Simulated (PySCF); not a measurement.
H3P, SMILES P.

Coordinates come from a PBE0-D3(BJ)/def2-TZVPD optimisation.

Method: PBE/def2-TZVPD run with PySCF.

* **total energy**: -342.98344 hartree
* **point group**: C3v
* **highest occupied level**: -6.71 eV
* **lowest empty level**: -0.32 eV
* **orbital gap**: 6.39 eV
* **dipole moment**: 0.61 D
* **quadrupole, principal values (traceless, Buckingham form, about the centre of nuclear charge)**: -2.15, 1.07, 1.07 D·Å
* **mean static polarisability**: 31.3 bohr³ (4.63 Å³)
* **polarisability, principal values**: 30.7, 30.7, 32.5 bohr³
